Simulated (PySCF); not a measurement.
Homolysis of single bonds, series cyclopropyl-X. All species are isolated molecules in the gas phase. One relaxed conformer stands for each flexible species; it need not be the lowest. Strings in code marks are SMILES.

Calculation: PySCF with TPSSh-D3(BJ)/def2-TZVP. 

| species | dipole moment (D) |
|---|---|
| radical fragment (`[CH2]C1CC1`) | – |
| radical fragment (`[CH2]C`) | 0.30 |
| radical fragment (`[F]`) | 0.00 |
| radical fragment (`[NH2]`) | 1.92 |
| whole molecule (`C1C(C=O)C1` (O–C–C–C torsion 147°)) | – |
| whole molecule (`[SiH3]C1CC1`) | 0.96 |
| radical fragment (`C#[C]`) | 0.80 |
| radical fragment (`[GeH3]`) | 0.07 |
